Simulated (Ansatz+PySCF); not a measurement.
# doublet CH4N: levels of theory in one basis

| atom | x (Å) | y (Å) | z (Å) |
| --- | --- | --- | --- |
| C | 0.0000 | 0.0205 | -0.3720 |
| N | 0.0000 | 0.5900 | 0.9474 |
| H | 0.0000 | -0.1905 | 1.6132 |
| H | 0.0000 | 0.8050 | -1.1292 |
| H | 0.8615 | -0.6125 | -0.5298 |
| H | -0.8615 | -0.6125 | -0.5298 |

Basis set: cc-pVTZ (spherical functions). Correlated methods keep 2 orbitals frozen. Correlation on ROHF uses semicanonical orbitals with singles. Charge 0, multiplicity 2.

Computed with Ansatz (development build ahead of 0.2.0); each method stands on the lowest determinant of its kind that the runs found.

```csv
method,E − E(ROHF) (eV),<S²> of the determinant
ROHF,0.00,0.75
UHF,-0.15,0.76
ROHF-MP2,-9.82,–
UHF-MP2,-9.80,0.76
```

(1) What does ROHF-CCSD(T) give on the same scale?

(2) Is a single determinant a sound starting point here?

## Answers

(1) -10.96 eV.

(2) By this sign, yes. Unrestricted orbitals gain 0.15 eV and <S²> is 0.76 against 0.75 for a pure state.
